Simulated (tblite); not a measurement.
Species: diphosphorus tetrafluoride, P₂F₄.
Geometry (GFN2-xTB, Å), atoms numbered from 1 in this order:
```xyz
6
P2F4 angstrom
F     -1.4915   -0.3497   -1.3362
P     -0.8954   -0.6796    0.1329
F     -1.7730    0.4595    0.8783
P      0.8950    0.6798   -0.1393
F      1.4964    0.3517    1.3279
F      1.7716   -0.4596   -0.8851
```

All values are computed: GFN2-xTB (tblite) harmonic vibrations without scaling, gas phase. Against measured fundamentals such values can be off by several per cent, at times by over 20. One conformer, not necessarily the lowest.

Harmonic wavenumbers (cm⁻¹): 39.0, 108.2, 175.1, 206.8, 244.0, 327.2, 350.6, 493.1, 686.7, 725.5, 750.7, 761.6.

A = 3738, B = 1766, C = 1384 MHz; mass 137.941 u (most abundant isotopes); point group C2h, symmetry number 2.

Task: Zero-point energy?

Result: Half the sum of the wavenumbers: 2434 cm⁻¹ = 29.12 kJ/mol.

Task: What is S at 298.15 K and 1 bar for an ideal gas of classical rigid rotors and harmonic oscillators?

Result: Translation 170.30, rotation 111.20, vibration 79.66: S = 361.2 J/(mol K).

Task: And Cp and H(298.15 K) − H(0)?

Result: Cp = 104.17 J/(mol K), of which vibrations give 70.91 (their classical limit is 12 R = 99.8); H(298.15 K) − H(0) = 22.01 kJ/mol without the zero-point energy, 12.09 from vibrations.

Task: Which modes carry the vibrational entropy at 298.15 K?

Result: 39.0 cm⁻¹: 22.21; 108.2 cm⁻¹: 13.81; 175.1 cm⁻¹: 9.96; 206.8 cm⁻¹: 8.67; 244.0 cm⁻¹: 7.42; 327.2 cm⁻¹: 5.33 J/(mol K); the other 6 give 12.26 together.

Task: What must be added to the electronic energy to get the Gibbs energy at 298.15 K and 1 bar?

Result: ZPE + [H(298.15 K) − H(0)] − T·S = 29.12 + 22.01 − 107.68 = -56.55 kJ/mol.

Task: Blend soft modes into free rotors: weight 1/[1 + (100 cm⁻¹/ν̃)⁴] for the oscillator and the rest for a rotor with moment μB/(μ + B), μ = h/(8π²ν), B = 10⁻⁴⁴ kg m². What vibrational entropy results?

Result: 72.56 J/(mol K) in place of 79.66, which changes −T·S at 298.15 K by +2.12 kJ/mol.

Task: How do the functions run with temperature in this model?

Result: 
```tsv
T (K)	S (J/(mol K))	Cp (J/(mol K))	H − H(0) (kJ/mol)	G − H(0) (kJ/mol)	ln q(vib)
150	298.8	77.7	8.33	-36.49	2.15
250	343.4	97.4	17.15	-68.70	3.90
400	393.3	114.0	33.16	-124.15	6.30
600	441.5	123.3	57.03	-207.90	9.02
900	492.7	128.4	94.93	-348.50	12.30
```

q(vib) and H(0) count from the zero-point level.

Hindered rotation and anharmonicity are outside this model. Other conformers, if any are populated, would add a mixing term that is left out.
